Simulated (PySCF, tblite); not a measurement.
# C2HN (triplet): geometry, infrared bands and EPR parameters

Wanted: the infrared bands and EPR parameters of C2HN (triplet) (`C#C[N]`), by calculation.

The runs use tblite 0.8.0 and PySCF 2.14.0, with density-fitted response routines of our own; the level of theory stands in each step. All values are computed, except where a source is named. Atoms are numbered from 0 throughout.

### Step 1. The starting structure

4 atoms, charge 0, multiplicity 3; geometry from: force field or distance geometry start.

Bonds of the start (Å): C0–C1 1.19, C1–N2 1.47, C0–H3 1.07.

### Step 2. Relaxing the molecule with GFN2-xTB

The job: settings as JSON, then the geometry in Å.

```
{"job": {"kind": "relax", "xc": "GFN2-xTB", "basis": "xTB"}, "charge": 0, "multiplicity": 3}
C     -0.659600    -0.005200    -0.013800
C      0.473100     0.005900    -0.377600
N      1.882900     0.002300    -0.796500
H     -1.686100     0.001800     0.293400
```

Started as:

```
OMP_NUM_THREADS=1 python probes_run.py task.json out
```

This one command runs all jobs of the session in turn.

Output:

```text
step      E/eV     max force
  0    -202.74483   10.724
  1    -203.83860    7.599
  2    -204.05850    7.311
  3    -204.05785    5.937
  4    -204.27972    1.545
  5    -204.30656    0.562
  6    -204.31232    0.191
  7    -204.31266    0.027
  8    -204.31268    0.025
  9    -204.31273    0.031
 10    -204.31275    0.023
 11    -204.31275    0.006
```

It took 0.02 s on 1 thread of Arm Neoverse V2, shared host.

Step by step:

```tsv
step	energy from step 0 (eV)	largest force (eV/Å)
0	0.0000	10.7235
1	-1.0938	7.5986
2	-1.3137	7.3112
3	-1.3130	5.9368
4	-1.5349	1.5452
5	-1.5617	0.5622
6	-1.5675	0.1906
7	-1.5678	0.0271
8	-1.5678	0.0250
9	-1.5679	0.0315
10	-1.5679	0.0228
11	-1.5679	0.0059
```

Distances of close pairs at the start and the end, largest changes first:

```tsv
bond	before (Å)	after (Å)	change (Å)
C1–N2	1.471	1.198	-0.273
C0–C1	1.190	1.271	+0.082
C0–H3	1.072	1.050	-0.021
```

The next job starts from the end point, and lists it.

### Step 3. Infrared spectrum with GFN2-xTB

The job: settings as JSON, then the geometry in Å.

```
{"job": {"kind": "ir", "xc": "GFN2-xTB", "basis": "xTB"}, "charge": 0, "multiplicity": 3}
C     -0.639899    -0.002077    -0.024517
C      0.575019     0.001404    -0.399045
N      1.719967     0.004360    -0.752010
H     -1.644853     0.001085     0.281079
```

Output:

```text
mode    cm-1     km/mol
  1     312.4     27.38
  2     312.7     27.40
  3     379.3      5.10
  4     379.4      5.09
  5    1356.4      9.28
  6    1930.9      0.16
  7    3357.2     18.69
```

It took 0.02 s on 1 thread of Arm Neoverse V2, shared host.

Which atoms move in the most intense modes:

```tsv
cm⁻¹	km/mol	atoms
312	27.4	H3 75 %, C0 21 %
313	27.4	H3 75 %, C0 21 %
379	5.1	C1 65 %, N2 18 %, H3 10 %
379	5.1	C1 65 %, N2 18 %, H3 10 %
1356	9.3	C0 52 %, N2 41 %
1931	0.2	C1 68 %, N2 23 %
3357	18.7	H3 90 %
```

### Step 4. EPR parameters: B3LYP/pcH-1

The job: settings as JSON, then the geometry in Å.

```
{"job": {"kind": "epr", "basis": "pcH-1"}, "charge": 0, "multiplicity": 3}
C     -0.639899    -0.002077    -0.024517
C      0.575019     0.001404    -0.399045
N      1.719967     0.004360    -0.752010
H     -1.644853     0.001085     0.281079
```

Level: UKS B3LYP, pcH-1 on C H N, non-relativistic, mean-field spin-orbit, GIAO.

Output:

```text
UKS, coarse grid
  cycle   1  E = -131.39627005  |g| = 2.08e-01
  cycle   2  E = -131.26286664  |g| = 5.54e-01
  cycle   3  E = -131.42833335  |g| = 3.93e-02
  cycle   4  E = -131.42993626  |g| = 2.08e-02
  cycle   5  E = -131.43033716  |g| = 9.13e-03
  cycle   6  E = -131.43040665  |g| = 5.76e-03
  cycle   7  E = -131.43042514  |g| = 1.42e-03
  cycle   8  E = -131.43042714  |g| = 3.31e-04
UKS, final grid
  cycle   1  E = -131.43042189  |g| = 5.57e-04
  cycle   2  E = -131.43042105  |g| = 1.46e-03
  cycle   3  E = -131.43042207  |g| = 5.15e-05
  cycle   4  E = -131.43042207  |g| = 4.67e-05
  cycle   5  E = -131.43042207  |g| = 1.30e-05
internal stability: stable
E = -131.43042207 Eh   <S^2> = 2.0512 (exact 2.0000)
g shifts (ppm)      1          2          3
  rmc          -178       -178       -178
  gc             40         16         16
  oz_so           0        881        881
  total        -138        719        719
hyperfine (MHz)  atom isotope    a_iso     a_fc   dipolar eigenvalues
    0   13C      68.06      68.06    -62.14     31.07     31.07
    1   13C     -62.81     -62.81    -12.75    -12.75     25.50
    2   14N      12.38      12.38    -24.99     12.49     12.50
    3    1H     -58.08     -58.08    -14.95    -14.95     29.90
zero-field splitting (cm-1)  D = 0.7229  E = 0.0000  (spin-spin 0.5605, spin-orbit 0.1625)
```

Wall time 5.7 s (1 thread of Arm Neoverse V2, shared host); peak memory 0.29 GiB.

Principal g values 2.00218, 2.00304, 2.00304; g(iso) = 2.00275, against 2.00232 for a free electron.

Hyperfine couplings, nucleus by nucleus at this fixed geometry (no averaging over rotations):

```tsv
nuclei	isotope	a(iso) (MHz)	a(iso) (G, at g = 2.0023)	largest dipolar term (MHz)
C0	13C	68.1	24.3	-62.1
C1	13C	-62.8	-22.4	25.5
H3	1H	-58.1	-20.7	29.9
N2	14N	12.4	4.4	-25.0
```

Zero-field splitting: D = 0.723 cm⁻¹ (spin-spin 0.560, spin-orbit 0.162), E = 0.000 cm⁻¹.

Mulliken spin populations:

```tsv
atom	value (e)
C0	1.49
C1	-0.46
N2	1.03
H3	-0.06
```

Orbitals, density, ELF and potential are computed afterwards from the orbital file.

ELF in a plane through or near 4 of the atoms.

Ten even steps from '0' (0.00) to '9' (1.00):
```
0000000000000000000000000000
0000000000000000000000000000
0000000000000000100000000000
0000000110000112221000000000
0000001211111123332100000000
0000123432223334543210000000
0000356764445556665541000000
0002578876666777778886200000
0003689877874787589999610000
0004789725852583169999830000
0004799524843583269999830000
0004789735852684279999820000
0003689877775787689999510000
0002478876666677777885200000
0000246654344456665431000000
0000023432222234543210000000
0000012221111123432100000000
0000000000000012221000000000
0000000000000000000000000000
0000000000000000000000000000
```
The map spans 8.8 Å across and 5.2 Å up, centred on the molecule. Atoms in the plane (x, y in Å): C0 (0.7, 0.0), C1 (-0.6, 0.0), N2 (-1.8, 0.0), H3 (1.7, 0.0).

log10 of the density (e/Å³) in the same plane.

Values, 10 rows by 14 columns:
```
-4.0 -4.0 -4.0 -4.0 -3.9 -3.7 -3.5 -3.4 -3.4 -3.6 -4.0 -4.0 -4.0 -4.0
-4.0 -4.0 -3.7 -3.0 -2.6 -2.5 -2.4 -2.3 -2.4 -2.6 -3.1 -3.9 -4.0 -4.0
-4.0 -4.0 -2.8 -2.1 -1.8 -1.8 -1.8 -1.7 -1.7 -2.0 -2.4 -3.3 -4.0 -4.0
-4.0 -3.2 -1.9 -1.2 -0.8 -0.9 -0.8 -0.8 -0.8 -1.1 -1.6 -2.5 -3.5 -4.0
-4.0 -2.8 -1.4 -0.4  0.3  0.1  0.1  0.0  0.1 -0.2 -0.7 -1.8 -3.1 -4.0
-4.0 -2.6 -1.2 -0.1  1.7  0.5  1.2  0.3  0.9  0.2 -0.2 -1.7 -2.9 -4.0
-4.0 -2.8 -1.4 -0.5  0.2  0.0  0.0  0.0  0.0 -0.2 -0.7 -1.9 -3.1 -4.0
-4.0 -3.3 -2.0 -1.3 -0.9 -0.9 -0.9 -0.9 -0.9 -1.2 -1.6 -2.6 -3.6 -4.0
-4.0 -4.0 -2.6 -2.0 -1.7 -1.7 -1.6 -1.6 -1.6 -1.8 -2.3 -3.2 -4.0 -4.0
-4.0 -4.0 -3.8 -3.1 -2.7 -2.6 -2.5 -2.4 -2.4 -2.7 -3.1 -4.0 -4.0 -4.0
```
The map spans 8.8 Å across and 5.2 Å up, centred on the molecule. Atoms in the plane (x, y in Å): C0 (0.7, 0.0), C1 (-0.6, 0.0), N2 (-1.8, 0.0), H3 (1.7, 0.0).

On the surface of density 0.002 e/bohr³ the electrostatic potential runs, from the 1st to the 99th percentile, from -1.48 V near N2 to 2.29 V near H3.

The spin density lies nearest to C0 45 %; N2 37 %; C1 11 % (beta excess); H3 8 %.

### Step 5. Outcome

| quantity | value |
| --- | --- |
| strongest single infrared mode (GFN2-xTB) | 313 cm⁻¹, 27 km/mol |
| zero-point energy (GFN2-xTB) | 11.5 kcal/mol |
| D, E (B3LYP) | 0.723, 0.000 cm⁻¹ |
| g(iso) (B3LYP) | 2.00275 |
| ⟨S²⟩ | 2.051 (exact 2.00) |
| largest a(iso) | 13C on C0, 68.1 MHz |
| surface potential, 1st and 99th percentile | -1.48 V and 2.29 V |

What this shows: Relaxing lowered the energy by 1.568 eV in 11 steps; the close pair that moved most is C1–N2, from 1.471 to 1.198 Å. All 7 modes are real, so the xTB geometry is a minimum. Unscaled tight-binding wavenumbers are off by several per cent, some by more. Its intensities can rank the bands wrongly. C0 carries the largest spin population, 1.49 e. The isotropic g lies 0.4 ppt above the free-electron value.
